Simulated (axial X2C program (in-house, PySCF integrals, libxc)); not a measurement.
# Nuclear properties of LiF⁻

Computed with an axial X2C code built on PySCF integrals: two-component X2C with atomic mean-field Coulomb and Gaunt terms, Gaussian nuclei, basis F dyall-av3z, Li dyall-av3z with contracted cores.

R = 1.613 Å (near the PBE0 minimum at charge -1 of the determinant lowest at the starting distance; the state shown can have its own minimum elsewhere).

Input and command:
```json
{"zs": [9, 3], "q": -1, "bas": ["dyall-av3z", "dyall-av3z"], "r0": 1.97, "levels": ["PBE0", "HF", "PBE", "r2SCAN", "PBE50"], "nst": 3}
```
```bash
python soeom.py task.json out
```

Keys: zs atomic numbers; q charge; bas basis sets; r0 starting distance in Å; levels methods; nst determinants followed.

Determinant lowest in the PBE0 search, Ω = 1/2 (⟨Sz⟩ = 0.50, ⟨Lz⟩ = 0.00 at PBE0), spin on the atoms F -0.01, Li 0.51:

| level | Eeff magnitude (GV/cm) | Ws magnitude F (kHz) | Ws magnitude Li (kHz) | A∥/gI F (MHz) | qzz F (a.u.) | A∥/gI Li (MHz) | qzz Li (a.u.) |
| --- | --- | --- | --- | --- | --- | --- | --- |
| PBE0 | 0.000408 | 0.000312 | 6.12e-05 | 7.5 | -0.12 | 31.2 | -0.05 |
| HF | 0.000299 | 0.000219 | 5.1e-05 | 4.66 | -0.08 | 27.4 | -0.05 |
| PBE | 0.000382 | 0.000305 | 6.52e-05 | 8.16 | -0.16 | 32.4 | -0.05 |
| r2SCAN | 0.000681 | 0.000538 | 5.74e-05 | 8.87 | -0.16 | 36.2 | -0.05 |
| PBE50 | 0.000418 | 0.000313 | 5.85e-05 | 6.89 | -0.08 | 30.6 | -0.05 |

Determinant 0.55 eV from it at PBE0 and this distance, Ω = 3/2 (⟨Sz⟩ = 0.50, ⟨Lz⟩ = 1.00 at PBE0), spin on the atoms F 0.00, Li 0.50:

| level | Eeff magnitude (GV/cm) | Ws magnitude F (kHz) | A∥/gI F (MHz) | qzz F (a.u.) | A∥/gI Li (MHz) | qzz Li (a.u.) |
| --- | --- | --- | --- | --- | --- | --- |
| PBE0 | 0.000105 | 3.81e-06 | 0.119 | -0.08 | 0.0104 | -0.05 |
| HF | 7.81e-05 | 6.37e-07 | 0.212 | -0.04 | 0.0187 | -0.05 |
| PBE | 0.000113 | 4.56e-06 | 0.146 | -0.13 | 0.00908 | -0.04 |
| r2SCAN | 8.21e-05 | 1.59e-06 | 0.103 | -0.12 | 0.0143 | -0.05 |
| PBE50 | 9.09e-05 | 2.72e-06 | 0.163 | -0.04 | 0.0112 | -0.05 |

Eeff is the effective electric field on the electron electric dipole moment in this Ω state and Ws the scalar–pseudoscalar constant of the nucleus named (defined with the proton number Z and per Ω); A∥ (defined per Ω) follows by multiplying with gI = μI/(I μN); qzz is the electric field gradient, eQq0 = 234.96 MHz × Q/barn × qzz. The operators were transformed with the bare-nucleus X2C matrices; with these basis sets, hyperfine constants and field gradients can be off by tens of per cent, and where levels differ in sign neither size nor sign is settled.

Problem. With gI(19F) = 5.2577, gI(7Li) = 2.1710 (g factors from the IAEA table of nuclear moments by Stone), turn the PBE0 values of the first state into constants in MHz.

Solution. A∥(19F) = 7.5 × 5.2577 = 39.4 MHz; A∥(7Li) = 31.2 × 2.1710 = 67.7 MHz.

Each state is one determinant with collinear spin. Unrestricted Hartree–Fock can overshoot spin polarisation at the nuclei. For an anion, determinants above electron detachment, or with a positive highest level, are held by the basis set. Where Eeff spreads by more than a factor of two the levels disagree and none is to be relied on. The search compared states at one distance, so a state with another bond length can lie lower. The sign of Ws at F differs between levels in the second state. Where a field gradient or hyperfine factor spreads by more than a factor of two over the levels, a constant derived from it is not to be relied on. PBE0 term energies can be off by some tenths of an eV.
